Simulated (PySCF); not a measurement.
Compound: dimethylphosphine, C₂H₇P.
Numbering: `[CH3:1][PH:2][CH3:3]` (hydrogens: H4, H5, H6 on C1; H7 on P2; H8, H9, H10 on C3)

Computed by this run: PBE0-D3(BJ)/def2-SVP geometry optimisation, gas phase in PySCF; density fitting, grid level 1; the optimiser is geomeTRIC in internal coordinates, started from a GFN2-xTB structure with every atom displaced at random (about 0.01 Å).

Step 0: E = -11466.3054 eV
```
atom  x, y, z in Å  |  force x, y, z in eV/Å
C1      1.3801    0.1595   -0.0672   -0.622   0.685   0.103
P2      0.2101   -0.4289    1.2499    0.028   0.533   0.081
C3     -1.3981    0.1614    0.5037    1.670   0.574   0.901
H4      2.3805   -0.2402    0.0833    0.328  -0.200   0.006
H5      1.4348    1.2622   -0.0060    0.119  -0.130   0.052
H6      0.9960   -0.0776   -1.0656    0.145  -0.171  -0.199
H7      0.1287   -1.7329    0.7506   -0.086  -0.732  -0.095
H8     -2.1928   -0.2718    1.0542   -1.220  -0.583   0.693
H9     -1.4529   -0.0967   -0.5214   -0.246  -0.312  -1.507
H10    -1.4359    1.2441    0.6264   -0.118   0.338  -0.034
```

Q: Estimate the geometry and energy of step 1. (The exact step hangs on the optimiser's Hessian estimate; all steps are aligned on step 0, rigid shifts and turns removed.)

A: E = -11466.4046 eV, largest force 0.369 eV/Å
```
atom  x, y, z in Å  |  force x, y, z in eV/Å
C1      1.3756    0.1848   -0.0751    0.108  -0.141   0.015
P2      0.2164   -0.4244    1.2383    0.040  -0.136  -0.049
C3     -1.3851    0.1622    0.5170   -0.220  -0.263  -0.136
H4      2.3784   -0.2475    0.0808   -0.089   0.033   0.001
H5      1.4704    1.2757    0.0125    0.002   0.080   0.016
H6      1.0390   -0.0580   -1.0941    0.000  -0.003  -0.022
H7      0.1214   -1.7844    0.7764    0.026   0.167   0.054
H8     -2.2262   -0.2716    1.0926    0.166   0.112  -0.148
H9     -1.4960   -0.1135   -0.5515   -0.024   0.097   0.263
H10    -1.4435    1.2557    0.6108   -0.009   0.052   0.007
```

The energy changes by -0.0992 eV. The first-order estimate −F·Δx gives -0.2375 eV and the mean of the old and new forces, exact on a quadratic surface, -0.1020 eV. The step makes an angle of 55° with the force vector and moves no atom by more than 0.058 Å.

What follows is the cost of the whole optimisation. The run took 7.0 s wall on Arm Neoverse V1, one thread, on a shared host, and the process peaked at 0.34 GiB of memory.
